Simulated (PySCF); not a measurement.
## Telling isomers of C₄H₄FN apart by NMR

[PySCF 2.14: J: B3LYP/pcJ-1 (spin–dipole term left out of most H,H and C,H couplings); geometry from PBE0-D3(BJ)/def2-SVP; GIAO PBE0/pcSseg-1 shieldings; one conformer; fast rotation and ring inversion assumed for equivalent nuclei; gas phase; non-relativistic]

Shifts are taken against calculated references (same method and geometry level): ¹H and ¹³C vs TMS. Multiplet labels drop J under 1 Hz and among equivalent protons, and merge close values. Unscaled 3J(H,H) run several per cent high. Vicinal couplings that depend on rotamer populations or ring flexing (ring, CH–CH, X–H and H–F types) are those of the one conformer. One-bond C–F couplings are unscaled and too large by tens of Hz. Shifts are as computed. Against solution values, carbons near 30 ppm lie about +2 ppm off and those near 130 ppm about +5 ppm. Of 1211 compounds with measured shifts, 218 miss one by over three times the rms of a fit or turn the order of signals round; such compounds aren't used in these exercises.

(1) Tabulate the signals of `N#CC1(F)CC1`, `C/C(F)=C\C#N`, `C=C(C#N)CF`, `F/C=C/[C@H]1C=N1` and their relative energies.

(2) What is the quickest way to tell C=C(C#N)CF from F/C=C/[C@H]1C=N1?

(3) What is the quickest way to tell C/C(F)=C\C#N from C=C(C#N)CF?

(4) What is the quickest way to tell C/C(F)=C\C#N from F/C=C/[C@H]1C=N1?

Results:

(1) 
| SMILES | carbon types | δC | δH | E rel. (kcal/mol) |
| --- | --- | --- | --- | --- |
| N#CC1(F)CC1 | 2×C 2×CH2 | 122.8, 63.2, 16.5 | 1.36 (m, 2H), 1.15 (m, 2H) | 16.1 |
| C/C(F)=C\C#N | 2×C 1×CH 1×CH3 | 188.1, 119.8, 86.6, 18.9 | 4.96 (dq, 1H), 2.28 (dd, 3H) | 0.0 |
| C=C(C#N)CF | 2×C 2×CH2 | 137.8, 127.4, 120.3, 83.0 | 6.50 (tdd, 1H), 6.39 (dtd, 1H), 4.89 (dt, 2H) | 9.5 |
| F/C=C/[C@H]1C=N1 | 4×CH | 171.8, 161.0, 120.3, 22.4 | 9.81 (ddd, 1H), 6.17 (ddt, 1H), 5.95 (ddd, 1H), 2.05 (m, 1H) | 48.0 |

Energies are electronic energies at PBE0/pcSseg-1 on these geometries, without zero-point or thermal terms, each for the one conformer computed, which needn't be the lowest.

(2) Both give the same number of carbon signals, but DEPT or the intensities differ. The first has a terminal =CH2 carbon at 137.8 ppm, the second a C=N carbon (CH) at 171.8 ppm. In the proton spectra the most deshielded non-exchanging signals are 6.50 (tdd, J = 3.5, 2.3, 1.4 Hz, 1H) and 9.81 (ddd, J = 2.8, 2.4, 1.0 Hz, 1H).

(3) Both give the same number of carbon signals, but DEPT or the intensities differ. The first has an alkene CH at 86.6 ppm, the second a terminal =CH2 carbon at 137.8 ppm. Their most deshielded carbons lie at 188.1 and 137.8 ppm. In the proton spectra the most deshielded non-exchanging signals are 4.96 (dq, J = 11.1, 1.2 Hz, 1H) and 6.50 (tdd, J = 3.5, 2.3, 1.4 Hz, 1H).

(4) Both give the same number of carbon signals, but DEPT or the intensities differ. The first has a fully substituted alkene carbon (C) at 188.1 ppm, the second a C=N carbon (CH) at 171.8 ppm. In the proton spectra the most deshielded non-exchanging signals are 4.96 (dq, J = 11.1, 1.2 Hz, 1H) and 9.81 (ddd, J = 2.8, 2.4, 1.0 Hz, 1H).
